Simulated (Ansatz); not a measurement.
# C2H7Al: the cost of one run

All numbers below are computed with Ansatz 0.2.0 (RKS PBE/cc-pVDZ).

### Step 1. The system as given

Bond lengths: Al1–H2 1.760 Å, Al1–C3 2.170 Å, C3–H4 1.110 Å, C3–H5 1.110 Å, C3–H6 1.110 Å, Al1–C7 1.970 Å, C7–H8 1.110 Å, C7–H9 1.110 Å, C7–H10 1.110 Å. Angles (14 of 15 angles, heavy atoms first): C3–Al1–C7 160.3°, H2–Al1–C3 44.2°, H2–Al1–C7 155.5°, Al1–C3–H4 105.3°, Al1–C3–H5 73.8°, Al1–C3–H6 141.1°, Al1–C7–H8 109.5°, Al1–C7–H9 109.5°, Al1–C7–H10 109.5°, H4–C3–H5 109.4°, H4–C3–H6 109.4°, H5–C3–H6 109.4°, H8–C7–H9 109.4°, H8–C7–H10 109.4°.

As a file:

```xyz
10

Al    0.0000    0.0000    0.0000
H     1.0219    0.0000    1.4330
C     2.1347    0.0000    0.3896
H     2.4643   -1.0462    0.2194
H     1.9982    0.5080   -0.5878
H     2.9043    0.5381    0.9814
C    -1.7060    0.0000   -0.9850
H    -2.2662   -0.9305   -0.7558
H    -2.3102    0.8797   -0.6796
H    -1.5043    0.0508   -2.0753
```

### Step 2. A restrained relaxation towards end A

Springs on the bonds that form and break draw the guess towards this end; the thresholds are loose.

input.yaml

```yaml
crystal:
  periodic: [false, false, false]
  atoms:
    - { symbol: Al, position_ang: [0.0, 0.0, 0.0] }
    - { symbol: H, position_ang: [1.0219, 0.0, 1.433] }
    - { symbol: C, position_ang: [2.1347, 0.0, 0.3896] }
    - { symbol: H, position_ang: [2.4643, -1.0462, 0.2194] }
    - { symbol: H, position_ang: [1.9982, 0.508, -0.5878] }
    - { symbol: H, position_ang: [2.9043, 0.5381, 0.9814] }
    - { symbol: C, position_ang: [-1.706, 0.0, -0.985] }
    - { symbol: H, position_ang: [-2.2662, -0.9305, -0.7558] }
    - { symbol: H, position_ang: [-2.3102, 0.8797, -0.6796] }
    - { symbol: H, position_ang: [-1.5043, 0.0508, -2.0753] }
basis:
  gaussian: { orbitals: cc-pVDZ }
hamiltonian:
  xc: pbe
relax:
  f_tol: 0.15
  max_steps: 25
  restrain:
    - { distance: [1, 2], at: 2.31, k: 30.0 }
    - { distance: [0, 1], at: 1.56, k: 30.0 }
    - { distance: [0, 2], at: 1.97, k: 30.0 }
```

On the command line:

```
$ ansatz run input.yaml --threads 2 --pin off --max-ram 3072MiB --backend cpu --events-out ev --progress --plain --runs-dir out
```

Q: Estimate wall time and peak memory on 2 threads of Arm Neoverse V2, shared host.

About 12 s, with a peak of 0.12 GiB.
